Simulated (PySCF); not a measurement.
**Peak assignment**

Bonds (- single, = double, # triple, : aromatic): N1#C2 1.157 Å, C2-C3 1.461 Å, C3-C4 1.501 Å, C4=C5 1.329 Å, C5-F6 1.330 Å. C3 carries H7, H8; C4 carries H9; C5 carries H10. Stereochemistry as in N#CC/C=C\F.

PySCF 2.14.0 with density-fitted response routines calculation with spin–spin couplings from B3LYP/pcJ-1 (spin–dipole term only in couplings to heteroatoms), structure optimised with PBE0-D3(BJ)/def2-SVP and GIAO PBE/pcSseg-2 shieldings; gas phase, one conformer, averaged over atoms made equivalent by symmetry, fast rotation or ring inversion, no relativistic terms.

δ = σ(ref) − σ, references computed at the same level: $^{13}$C, $^{1}$H against TMS.

Task: Assign these signals to the numbered atoms. $^{13}$C{$^{1}$H} NMR (computed): δ 163.0 (CH, d, J = 343.6 Hz), 120.5 (C), 109.5 (CH, d, J = 2.9 Hz), 14.1 (CH2, d, J = 9.5 Hz).

Result: 
| δ (ppm) | atoms | environment | reason |
| --- | --- | --- | --- |
| 163.0 | C5 | alkene CH | the olefinic region |
| 120.5 | C2 | nitrile carbon | C≡N carbons fall here, among the sp2 signals but without a proton |
| 109.5 | C4 | alkene CH | the olefinic region |
| 14.1 | C3 | allylic sp3 CH2 | saturated and bonded to C and H only |

Task: Assign these signals to the numbered atoms. $^{1}$H NMR (300 MHz, computed): δ 6.89 (ddt, J = 89.6, 5.8, 2.0 Hz, 1H), 4.93 (dtd, J = 30.1, 9.0, 5.8 Hz, 1H), 3.22 (ddd, J = 9.0, 2.5, 2.0 Hz, 2H).

Result: 
| δ (ppm) | atoms | environment | reason |
| --- | --- | --- | --- |
| 6.89 | H10 | hydrogen on an alkene CH | a vinylic proton, deshielded by the sp2 carbon and the C=C anisotropy |
| 4.93 | H9 | hydrogen on an alkene CH | – |
| 3.22 | H7/H8 | hydrogen on an allylic sp3 CH2 | – |

C–F couplings over four or more bonds (about 3 Hz to the para carbon of a fluoroarene) are left out. Common functionals overestimate the size of one-bond C–F couplings by tens of Hz; these are unscaled. Splittings below 1 Hz are ignored in the labels, and close J values are merged. Unscaled 3J(H,H) at this level run about 10 % above measured values. Shifts are as computed, not scaled to solution data. Of 1211 compounds with measured shifts, 218 miss one by over three times the rms of a fit or turn the order of signals round; such compounds aren't used in these exercises. Couplings across =CH–CH2 type bonds come from one rotamer and its mirror image, and can be 1–2 Hz further off.
